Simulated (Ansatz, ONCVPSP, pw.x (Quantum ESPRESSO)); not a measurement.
## From atom to crystal: ONCV potential for chromium

chromium (Cr), optimised norm-conserving Vanderbilt (ONCV), made with ONCVPSP 4.0.1.1 (patched build) (LDA (Perdew-Wang 92), scalar-relativistic). Core [Ne], reference 3s2 3p6 3d5 4s1. Waves: 3s+4s: rc 1.40 bohr, ncon 3, nbas 8, qcut 9.4 1/bohr, 2 projectors; 3p: rc 1.20 bohr, ncon 5, nbas 10, qcut 14 1/bohr, 2 projectors, debl 2 Ha; 3d: rc 2.15 bohr, ncon 5, nbas 8, qcut 7.6 1/bohr, 2 projectors, debl 0.8 Ha. Local part: polynomial inside 0.85 bohr (lpopt 5, dvloc0 0 Ha). Core correction: none.

Atomic tests: cutoffs needed: 53 Ha and 67 Ha (the cutoffs (Ha) at which the residual kinetic energy of the hardest occupied pseudo-wave falls to 1 and 0.1 mHa per electron); ghost test: no bound ghost flagged; GHOST(+) flagged for s at 322.0 eV; configuration tests: 1 of 4 tests not solved or not reliable.

Crystal test: bcc Cr in pw.x 7.5, no spin, 16³ k-points, Fermi–Dirac smearing 0.01 Ry, cutoffs 160/640 Ry. The reference is all-electron LAPW (Ansatz 0.2.0) with the same functional, mesh and smearing; V0 and B0 come from Birch–Murnaghan fits to the pressures at five volumes. Errors are pseudo minus all-electron; Δ is the rms difference of the E(V) curves that follow from these fits, minima aligned, over ±6 % about the mean V0. Mesh and smearing are coarse, so the numbers serve the comparison and aren't converged zero-temperature values; the lattice is a test structure that the element need not adopt. Spin polarisation and strong correlation are left out, which matters for this element.

All-electron: a0 = 2.789 Å (V0 = 10.85 Å³/atom), B0 = 298.7 GPa.

How far does the potential miss the all-electron equation of state?

mean pressure error (GPa): +1.51; a0 (Å): 2.794; a0 error (%): +0.16; B0 error (%): +0.9; Δ (meV/atom): 3.5. Atomic configuration tests: 1 of 4 tests not solved or not reliable.

| V (Å³/atom) | P all-electron (GPa) | P pseudo (GPa) |
| --- | --- | --- |
| 10.303 | 17.25 | 19.21 |
| 10.574 | 8.16 | 9.88 |
| 10.845 | 0.16 | 1.66 |
| 11.116 | -6.86 | -5.58 |
| 11.387 | -13.03 | -11.95 |

At the middle volume, how do free energy and pressure move when the wave cutoff is lowered (ecutrho kept at four times it)?

```
cutoff (Ry)  shift of F (meV/atom)  shift of P (GPa)
         72                 +744.7            -14.60
         96                 +264.7            -13.69
        128                  +28.1             -2.81
```

The run at the middle volume (145 k-points, 9 iterations) took about 26 s on one core of a shared host (AMD EPYC 9R45 96-Core Processor, 96 threads, 376 GiB, load 33).
